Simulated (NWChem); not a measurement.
System: ammonia (NH₃); SMILES N

The following NWChem deck was run.

```
start job
memory heap 200 mb stack 900 mb global 1100 mb
geometry units angstroms noautoz
  N      0.000000     0.000000     0.131512
  H      0.664206     0.664206    -0.263938
  H      0.243116    -0.907322    -0.263938
  H     -0.907322     0.243116    -0.263938
end
basis spherical
  * library 3-21g
end
dft
  xc pbe0
  iterations 150
  mulliken
end
task dft gradient
```

Excerpt of the output:

```
             Northwest Computational Chemistry Package (NWChem) 7.3.0
             --------------------------------------------------------

 C3V symmetry detected

                             Geometry "geometry" -> ""
                             -------------------------

 Output coordinates in angstroms (scale by  1.889725989 to convert to a.u.)

  No.       Tag          Charge          X              Y              Z
 ---- ---------------- ---------- -------------- -------------- --------------
    1 N                    7.0000    -0.00000000    -0.00000000     0.11863500
    2 H                    1.0000     0.66420584     0.66420584    -0.27681500
    3 H                    1.0000     0.24311621    -0.90732206    -0.27681500
    4 H                    1.0000    -0.90732206     0.24311621    -0.27681500

 Effective nuclear repulsion energy (a.u.)      11.8793976859

      Symmetry information
      --------------------

 Group name             C3v
 Group number             17
 Group order               6
 No. of unique centers     2

                                 NWChem DFT Module
                                 -----------------

 Summary of "ao basis" -> "ao basis" (spherical)
 ------------------------------------------------------------------------------
       Tag                 Description            Shells   Functions and Types
 ---------------- ------------------------------  ------  ---------------------
 N                           3-21g                   5        9   3s2p
 H                           3-21g                   2        2   2s

      Symmetry analysis of basis
      --------------------------

        a1          7
        a2          0
        e           8

  Rotation of axis

            General Information
            -------------------
          SCF calculation type: DFT
          Wavefunction type:  closed shell.
          No. of atoms     :     4
          No. of electrons :    10
           Alpha electrons :     5
            Beta electrons :     5
          Charge           :     0
          Spin multiplicity:     1
          Use of symmetry is: on ; symmetry adaption is: on
          Maximum number of iterations: 150
          AO basis - number of functions:    15
                     number of shells:    11
          Convergence on energy requested:  1.00D-06
          Convergence on density requested:  1.00D-05
          Convergence on gradient requested:  5.00D-04

              XC Information
              --------------
                         PBE0 Method XC Functional
                     Hartree-Fock (Exact) Exchange  0.250
          PerdewBurkeErnzerhof Exchange Functional  0.750
            Perdew 1991 LDA Correlation Functional  1.000 local
           PerdewBurkeErnz. Correlation Functional  1.000 non-local

             Grid Information
             ----------------
          Grid used for XC integration:  medium
          Radial quadrature: Mura-Knowles
          Angular quadrature: Lebedev.
          Tag              B.-S. Rad. Rad. Pts. Rad. Cut. Ang. Pts.
          ---              ---------- --------- --------- ---------
          N                   0.65       49           5.0       434
          H                   0.35       45           6.0       434
          Grid pruning is: on
          Number of quadrature shells:    94
          Spatial weights used:  Erf1

      Superposition of Atomic Density Guess
      -------------------------------------

 Sum of atomic energies:         -55.50195583

      Non-variational initial energy
      ------------------------------

 Total energy =     -55.902767
 1-e energy   =     -97.934073
 2-e energy   =      30.151908
 HOMO         =      -0.348297
 LUMO         =       0.168930

      Symmetry analysis of molecular orbitals - initial
      -------------------------------------------------

  Numbering of irreducible representations:

     1 a1          2 a2          3 e

  Orbital symmetries:

     1 a1          2 a1          3 e           4 e           5 a1
     6 a1          7 e           8 e           9 e          10 e
    11 a1         12 a1         13 e          14 e          15 a1

     ---------------------------------------------
      Total Density - Mulliken Population Analysis
     ---------------------------------------------

    Atom       Charge   Shell Charges
 -----------   ------   -------------------------------------------------------
    1 N    7     8.12   1.99  0.41  1.92  1.33  2.47
    2 H    1     0.63   0.37  0.25
    3 H    1     0.63   0.37  0.25
    4 H    1     0.63   0.37  0.25

   convergence    iter        energy       DeltaE   RMS-Dens  Diis-err
 ---------------- ----- ----------------- --------- --------- ---------
 d= 0,ls=0.0,diis     1    -56.1365035266 -6.80D+01  2.67D-02  2.11D-01
 d= 0,ls=0.0,diis     2    -56.1472376844 -1.07D-02  1.32D-02  1.16D-01
 d= 0,ls=0.0,diis     3    -56.1581921127 -1.10D-02  2.73D-03  8.16D-03
 d= 0,ls=0.0,diis     4    -56.1589916405 -8.00D-04  1.37D-04  1.93D-06
 d= 0,ls=0.0,diis     5    -56.1589920077 -3.67D-07  3.08D-05  1.37D-08
 d= 0,ls=0.0,diis     6    -56.1589920146 -6.86D-09  1.78D-06  2.33D-10

         Total DFT energy =      -56.158992014586
      One electron energy =      -99.193775785366
           Coulomb energy =       39.111682994949
    Exchange-Corr. energy =       -7.956296910032
 Nuclear repulsion energy =       11.879397685863

 Numeric. integr. density =        9.999999673009

[...]

                         DFT ENERGY GRADIENTS

    atom               coordinates                        gradient
                 x          y          z           x          y          z
   1 N      -0.000000  -0.000000   0.224188    0.000000   0.000000   0.006428
   2 H       1.255167   1.255167  -0.523104   -0.006615  -0.006615  -0.002143
   3 H       0.459423  -1.714590  -0.523104   -0.002421   0.009036  -0.002143
   4 H      -1.714590   0.459423  -0.523104    0.009036  -0.002421  -0.002143
```

Level: PBE0/3-21G. All runs use the structure optimised with B3LYP/6-31G* (spherical d).
